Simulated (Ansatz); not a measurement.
An Ansatz input:

```yaml
crystal:
  lattice:
    - [3.7547490194, 0.0, 0.0]
    - [-1.8773745097, 3.2517080356, 0.0]
    - [0.0, 0.0, 6.0692021143]
  atoms:
    - { symbol: Dy, position: [0.3333333333, 0.6666666667, 0.25], spin: 4.695 }
    - { symbol: Dy, position: [0.6666666667, 0.3333333333, 0.75], spin: -4.695 }
hamiltonian:
  xc: mr2scan
  pseudopotentials:
    kind: paw
    azcp:
      Dy: "pseudopotentials/Dy.paw.azcp"
basis:
  ecutwfc: 500
  fft_grid_basis: typed
kpoints:
  mp_grid: { grid: [13, 13, 7], shift: [0, 0, 0] }
magnetization:
  spin_polarized: true
scf:
  occupations: { method: fermi_dirac, width: 0.05 }
output:
  stress: true
```

Output

```
Engine: ansatz 0.2.0, x86_64-unknown-linux-gnu
Pseudopotentials: kind: paw
Pseudopotential: Dy, paw, valence charge 20, recommended cutoff 500 eV (meta_gga) 
Functional definition: m-r2SCAN
  exchange = m_r2scan_x
  correlation = m_r2scan_c
Crystal: 2 atoms, lattice volume = 74.101 Å³
Basis set: ecut = 500 eV, 1835 PW (Γ), exchange–correlation on 120×120×180 points (64 copies of the dense FFT grid, shifted against one another)
Bands: 30, of which v1, the nominal top of the filled ones, is band 20 counted from 1 (19 counted from 0)
Symmetry: 12 space group operations
Space group: P-6m2 (ITA 187), of the structure as read, at distance tolerance 4.2e-5 Å
Magnetic group: BNS 194.267 (UNI 1497), of the structure as read, at distance tolerance 4.2e-5 Å
k-points: 84 of 1183 (time reversal used)
Non-local potential: Dy, projectors of the file, l = 0: 3, l = 1: 2, l = 2: 2, l = 3: 3
PAW form: soft (Blöchl's): semilocal exchange-correlation on the pseudo side does not see the compensation charge
PAW frozen core: Dy, regenerated for the run's functional (the file was generated under x = pbe(κ = 0.804, μ = 0.2195149727645171), c = pbe(β = 0.06672455060314922))
PAW one-centre angular grid: Dy, 2702 points (default); XC on 160 Gauss nodes
Initial density: superposition of atomic densities (chi_scale 0.1, normalization cell)
Starting moments: Σ|m| = 9.39 μB on 2 of 2 sites
Starting magnetic order: antiferromagnet; an inversion exchanges its spin sublattices: spin-degenerate at every k-point
Initial wavefunctions: pseudopotential atomic-orbital guess
Functional: x = mr2scan, c = mr2scan; τ floored in thin density (d = 2e-4 eV/Å³)
iter 1 solved again at ethr=7.31e-4 eV; its pass at ethr=3.10e-3 eV (dr2=2.93e-1 eV) is discarded
SCF iter   1: F=—  HF=-21230.747728 eV  |F-HF|=—  |Δ(HF+E_count)|=         —  Δρ=1.91e-2 (↑1.91e-2 ↓1.91e-2)  dr2=2.64e-1  dr2_τ=5.10e-3  dr2_m=1.55e-1  M=0.000 μB ∫|m|=9.481 μB  β_m=0.30  ethr=7.31e-4  ⟨swp⟩=2.0  Hψ=25979  notcnv=0
Mixer restart at iter 1: flushing history
spin=Collinear: Kerker preconditioning applied to the charge; magnetization (m = ρ↑ − ρ↓) channel mixes plain (no charge-response kernel on spin).
SCF iter   2: F=—  HF=-21231.425304 eV  |F-HF|=—  |Δ(HF+E_count)|=   6.78e-1  Δρ=1.51e-2 (↑1.51e-2 ↓1.51e-2)  dr2=2.12e-1  dr2_τ=2.02e-3  dr2_m=7.82e-2  M=-0.000 μB ∫|m|=9.484 μB  β_m=0.30  ethr=6.61e-4  ⟨swp⟩=3.2  Hψ=9872  notcnv=0  defer=32  κ⁻¹=1.0e0(r=1)
SCF iter   3: F=—  HF=-21232.724034 eV  |F-HF|=—  |Δ(HF+E_count)|=         —  Δρ=1.03e-2 (↑1.03e-2 ↓1.03e-2)  dr2=7.29e-2  dr2_τ=1.44e-3  dr2_m=3.46e-2  M=0.000 μB ∫|m|=9.556 μB  β_m=1.00  ethr=5.29e-4  ⟨swp⟩=3.0  Hψ=10208  notcnv=0  defer=32
Mixer restart at iter 3: flushing history
...
SCF iter   5: F=-21232.804140 eV  HF=-21232.809230 eV  |F-HF|=5.09e-3  |Δ(HF+E_count)|=   1.85e-2  Δρ=2.62e-3 (↑2.62e-3 ↓6.54e-4)  dr2=5.22e-3  dr2_τ=2.07e-6  dr2_m=1.26e-3  M=0.162 μB ∫|m|=9.492 μB  ethr=2.50e-6  ⟨swp⟩=1.0  Hψ=58671  notcnv=0
SCF iter   6: F=-21232.811553 eV  HF=-21232.811739 eV  |F-HF|=1.86e-4  |Δ(HF+E_count)|=   2.51e-3  Δρ=4.06e-4 (↑4.06e-4 ↓2.14e-4)  dr2=1.64e-4  dr2_τ=2.55e-7  dr2_m=3.36e-5  M=0.209 μB ∫|m|=9.489 μB  ethr=2.50e-6  ⟨swp⟩=1.3  Hψ=59346  notcnv=0
SCF iter   7: F=-21232.812035 eV  HF=-21232.812037 eV  |F-HF|=2.94e-6  |Δ(HF+E_count)|=   2.99e-4  Δρ=6.60e-5 (↑3.53e-5 ↓6.60e-5)  dr2=3.99e-6  dr2_τ=2.75e-7  dr2_m=1.06e-6  M=0.331 μB ∫|m|=9.483 μB  ethr=8.22e-7  ⟨swp⟩=1.1  Hψ=55227  notcnv=0
SCF iter   8: F=-21232.812048 eV  HF=-21232.812050 eV  |F-HF|=2.53e-6  |Δ(HF+E_count)|=   1.27e-5  Δρ=5.38e-5 (↑5.38e-5 ↓4.42e-5)  dr2=2.82e-6  dr2_τ=3.54e-9  dr2_m=8.37e-7  M=0.355 μB ∫|m|=9.490 μB  ethr=2.07e-8  ⟨swp⟩=1.4  Hψ=54801  notcnv=0
SCF iter   9: F=-21232.812042 eV  HF=-21232.812050 eV  |F-HF|=7.83e-6  |Δ(HF+E_count)|=   5.14e-9  Δρ=6.71e-5 (↑6.57e-5 ↓6.71e-5)  dr2=7.62e-6  dr2_τ=1.88e-9  dr2_m=1.45e-6  M=0.354 μB ∫|m|=9.489 μB  ethr=1.50e-8  ⟨swp⟩=1.0  Hψ=41416  notcnv=0
SCF iter  10: F=-21232.812050 eV  HF=-21232.812050 eV  |F-HF|=3.09e-8  |Δ(HF+E_count)|=   5.11e-8  Δρ=4.88e-6 (↑4.88e-6 ↓8.25e-7)  dr2=3.23e-8  dr2_τ=3.03e-11  dr2_m=3.80e-9  M=0.355 μB ∫|m|=9.489 μB  ethr=2.50e-10  ⟨swp⟩=1.9  Hψ=42525  notcnv=0
SCF iter  11: F=-21232.812050 eV  HF=-21232.812050 eV  |F-HF|=3.12e-8  |Δ(HF+E_count)|=  4.37e-11  Δρ=4.89e-6 (↑4.89e-6 ↓8.32e-7)  dr2=3.26e-8  dr2_τ=3.08e-11  dr2_m=3.80e-9  M=0.355 μB ∫|m|=9.489 μB  ethr=8.08e-11  ⟨swp⟩=1.0  Hψ=47563  notcnv=0
SCF 4 converged in 11 iterations: F = -21232.812050 eV  dr2 = 3.26e-8
iter 1 solved again at ethr=8.15e-11 eV; its pass at ethr=3.10e-3 eV (dr2=3.26e-8 eV) is discarded
SCF iter   1: F=-21232.812050 eV  HF=-21232.812050 eV  |F-HF|=3.12e-8  |Δ(HF+E_count)|=         —  Δρ=4.89e-6 (↑4.89e-6 ↓8.36e-7)  dr2=3.26e-8  dr2_τ=3.12e-11  dr2_m=3.80e-9  M=0.355 μB ∫|m|=9.489 μB  β_m=1.20  ethr=8.15e-11  ⟨swp⟩=1.5  Hψ=90537  notcnv=0  defer=6
spin=Collinear: Kerker preconditioning applied to the charge; magnetization (m = ρ↑ − ρ↓) channel mixes plain (no charge-response kernel on spin).
SCF iter   2: F=-21232.812046 eV  HF=-21232.812050 eV  |F-HF|=4.01e-6  |Δ(HF+E_count)|=   3.14e-8  Δρ=5.55e-5 (↑5.55e-5 ↓4.35e-5)  dr2=3.83e-6  dr2_τ=8.45e-10  dr2_m=8.69e-7  M=0.354 μB ∫|m|=9.489 μB  β_m=1.20  ethr=8.15e-11  ⟨swp⟩=6.6  Hψ=60527  notcnv=0  κ⁻¹=1.0e0(r=1)
SCF iter   3: F=-21232.812050 eV  HF=-21232.812050 eV  |F-HF|=3.04e-7  |Δ(HF+E_count)|=   2.92e-8  Δρ=1.67e-5 (↑8.36e-6 ↓1.67e-5)  dr2=2.91e-7  dr2_τ=5.01e-11  dr2_m=6.29e-8  M=0.355 μB ∫|m|=9.489 μB  β_m=1.20  ethr=8.15e-11  ⟨swp⟩=2.5  Hψ=30858  notcnv=0  κ⁻¹=2.6e-3(r=2)
SCF iter   4: F=-21232.812050 eV  HF=-21232.812050 eV  |F-HF|=1.41e-7  |Δ(HF+E_count)|=   1.55e-9  Δρ=9.96e-6 (↑9.96e-6 ↓7.07e-6)  dr2=1.37e-7  dr2_τ=1.72e-11  dr2_m=2.63e-8  M=0.355 μB ∫|m|=9.489 μB  β_m=1.20  ethr=8.15e-11  ⟨swp⟩=1.0  Hψ=19320  notcnv=0  κ⁻¹=1.3e-5(r=3)
SCF iter   5: F=-21232.812050 eV  HF=-21232.812050 eV  |F-HF|=2.17e-9  |Δ(HF+E_count)|=  9.53e-10  Δρ=1.25e-6 (↑1.25e-6 ↓4.63e-7)  dr2=2.08e-9  dr2_τ=1.01e-12  dr2_m=3.21e-10  M=0.355 μB ∫|m|=9.489 μB  ethr=8.15e-11  ⟨swp⟩=2.0  Hψ=45045  notcnv=0
SCF 5 converged in 5 iterations: F = -21232.812050 eV  dr2 = 2.08e-9
Symmetry: 1 space group operations
k-points: 592 of 1183 (time reversal used)
iter 1 solved again at ethr=5.18e-12 eV; its pass at ethr=2.50e-6 eV (dr2=2.07e-9 eV) is discarded
SCF iter   1: F=-21232.812050 eV  HF=-21232.812050 eV  |F-HF|=2.16e-9  |Δ(HF+E_count)|=         —  Δρ=1.25e-6 (↑1.25e-6 ↓4.66e-7)  dr2=2.07e-9  dr2_τ=1.09e-12  dr2_m=3.24e-10  M=0.355 μB ∫|m|=9.489 μB  ethr=5.18e-12  ⟨swp⟩=1.0  Hψ=201312  notcnv=0
spin=Collinear: Kerker preconditioning applied to the charge; magnetization (m = ρ↑ − ρ↓) channel mixes plain (no charge-response kernel on spin).
SCF iter   2: F=-21232.811342 eV  HF=-21232.812189 eV  |F-HF|=8.47e-4  |Δ(HF+E_count)|=   1.39e-4  Δρ=7.37e-4 (↑7.37e-4 ↓6.92e-4)  dr2=8.08e-4  dr2_τ=1.55e-7  dr2_m=1.67e-4  M=0.366 μB ∫|m|=9.489 μB  ethr=2.50e-6  ⟨swp⟩=1.6  Hψ=135858  notcnv=0
SCF iter   3: F=-21232.540498 eV  HF=-21232.842708 eV  |F-HF|=3.02e-1  |Δ(HF+E_count)|=   3.05e-2  Δρ=1.64e-2 (↑8.28e-3 ↓1.64e-2)  dr2=2.94e-1  dr2_τ=7.56e-5  dr2_m=5.59e-2  M=0.135 μB ∫|m|=9.426 μB  ethr=2.50e-6  ⟨swp⟩=1.5  Hψ=115825  notcnv=0
```

The calculation hadn't finished when its time ran out.

With an open f shell the SCF can settle in more than one state.
